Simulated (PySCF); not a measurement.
# From computed data to an observable: entropy of an ideal gas

methane (CH4), SMILES C.

Geometry: B3LYP-D3(BJ)/def2-TZVPD.

B3LYP-D3(BJ)/def2-TZVPD run with PySCF 2.14.0 gives the harmonic wavenumbers 1340, 1340, 1340, 1556, 1556, 3031, 3134, 3134, 3134 cm⁻¹ and the rotational temperatures 7.6058, 7.6058, 7.6058 K. The molar mass is 16.04 g/mol, the symmetry number 12, the spin multiplicity 1.

### Question
Work out the entropy at 298.15 K and 1 atm in the rigid-rotor, harmonic-oscillator model.

### Answer

Translation (Sackur–Tetrode at 1 atm): S = R[1.5 ln M + 2.5 ln T − 1.16487] = 143.4 J/(mol K).
Rotation: q = (√π/σ) T^1.5/√(θA θB θC) = 36.3, S = R[ln q + 3/2] = 42.3 J/(mol K).
Vibration: with u = 1.4388 ν/T, each mode gives R[u/(e^u − 1) − ln(1 − e^−u)]:
```tsv
ν (cm⁻¹)	modes	u	S (J/(mol K))
1340	3	6.47	0.29
1556	2	7.51	0.08
```
The stiffer modes add less than 0.005 each. Sum 0.4 J/(mol K).
Spin: R ln 1 = 0.0 J/(mol K).
Total 186.0 J/(mol K); the program's own thermochemistry gives 186.1. Translation makes up 77 % and vibration 0 %. Anharmonicity, hindered rotation and orbital degeneracy are left out.
